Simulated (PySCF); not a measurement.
Compound: hydrazinium(1+), N₂H₅ (charge +1).
SMILES: `[NH3+]N`

All values: wB97X-D/def2-SVPD (PySCF, non-relativistic), on one gas-phase PBE0-D3(BJ)/def2-SVP geometry that isn't relaxed in the solvent. The solvent is an IEF-PCM continuum (Bondi radii, 1.10 Å for H, scaled by 1.2), and excitations are vertical TDDFT with non-equilibrium linear response and a frozen core. Specific hydrogen bonds and non-electrostatic terms are outside this model.

Gas-phase singlets (H = HOMO, L = LUMO):

```
state  E (eV)  λ (nm)      f  leading configuration
   S1   7.804     159  0.006                H→L 93%
   S2   8.706     142  0.032              H→L+1 89%
   S3   9.540     130  0.003              H→L+2 83%
   S4   9.744     127  0.066              H→L+3 83%
   S5  10.549     118  0.018              H→L+4 97%
```

Problem. How does the list change in acetonitrile (ε = 35.69)?

Solution. 
| state | E (eV) | λ (nm) | f | leading configuration | change by rank (eV) |
| --- | --- | --- | --- | --- | --- |
| S1 | 8.002 | 155 | 0.018 | H→L 87% | +0.198 |
| S2 | 8.772 | 141 | 0.043 | H→L+1 84% | +0.066 |
| S3 | 9.752 | 127 | 0.004 | H→L+2 95% | +0.212 |
| S4 | 10.043 | 123 | 0.085 | H→L+3 96% | +0.299 |
| S5 | 10.672 | 116 | 0.021 | H→L+4 97% | +0.123 |

Problem. The ground-state energy changes by -3.390 eV from gas to acetonitrile. By how much does the total energy of gas-phase S2 change?

Solution. E(S2) = E(S0) + excitation energy, so it changes by -3.390 + 0.066 = -3.324 eV: it is lowered less than the ground state, which is what a blue shift means. This is the vertical state, with the slow part of the continuum still set for S0.

Problem. How do the frontier levels move from gas to acetonitrile?

Solution. 
| orbital | gas (eV) | solvent (eV) | change (eV) |
| --- | --- | --- | --- |
| LUMO+2 | -1.80 | 4.01 | +5.81 |
| LUMO+1 | -2.30 | 3.18 | +5.48 |
| LUMO | -3.63 | 2.22 | +5.85 |
| HOMO | -16.43 | -10.80 | +5.63 |
| HOMO-1 | -21.32 | -15.39 | +5.93 |
| HOMO-2 | -23.50 | -17.46 | +6.04 |
| HOMO-3 | -25.05 | -18.75 | +6.30 |

The HOMO–LUMO gap goes from 12.80 to 13.02 eV. Rows go by rank; for LUMO and LUMO+2 the atom shares or the degeneracy differ between the runs, so the row needn't follow one orbital.

Note: wB97X-D ran without an empirical dispersion term, which enters the total energy and its gradient alone.
